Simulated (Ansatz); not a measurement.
`O=BCl` + H₂O → `O=BO` + HCl at 600 K and 1 bar (formal hydrolysis of a B–Cl bond).

Calculated with Ansatz (gas phase, PBE0-D4/def2-TZVP geometries, no zero-point term in ΔE). CBS: def2 TZ/QZ extrapolation, frozen cores. Each species was taken in one conformer, which may not be the lowest.

```csv
species,CCSD(T)/CBS energy (Eh),H − E (kJ/mol),S (J/(mol·K))
`O=BCl`,-559.81971,46.8,270.5
H₂O,-76.37685,76.8,212.8
`O=BO`,-175.82433,81.5,280.2
HCl,-460.38167,35.4,207.2
```

H − E and S are ideal-gas, rigid-rotor, harmonic terms from PBE0-D4/def2-TZVP, for one conformer and one mirror image of each species. 1 Eh = 2625.50 kJ/mol, R = 8.31446 J/(mol·K).

Task: By hand: ΔE, ΔH, ΔS and ΔG.

Result: ΔE = (-175.82433) + (-460.38167) − (-559.81971) − (-76.37685) = -0.00944 Eh = -24.8 kJ/mol. Δ(H − E) = 81.5 + 35.4 − 46.8 − 76.8 = -6.7, so ΔH = -31.5 kJ/mol. ΔS = 280.2 + 207.2 − 270.5 − 212.8 = 4.1 J/(mol·K). ΔG = -31.5 − 600 × (4.1)/1000 = -34.0 kJ/mol.

Task: By hand: the equilibrium constant, and the temperature at which ΔG would vanish if ΔH and ΔS stayed fixed.

Result: log₁₀ K = −ΔG/(RT ln 10) = 3.0. ΔH and −TΔS have one sign here, so there is no such temperature.

The number of gas molecules stays the same, so ΔS is small and ΔH decides. A doubt of 5 kJ/mol in ΔE shifts log₁₀ K by 0.4 here. Other conformers and mirror images would add mixing entropy, several J/(mol·K) or more a flexible species. These are equilibria of isolated gas molecules and say nothing of rates. Largest T1 diagnostic: 0.016 (customary marks: 0.02 for closed shells, 0.045 for open ones).

ΔS is within the doubt of such terms, so its sign, and with it that verdict, could turn.
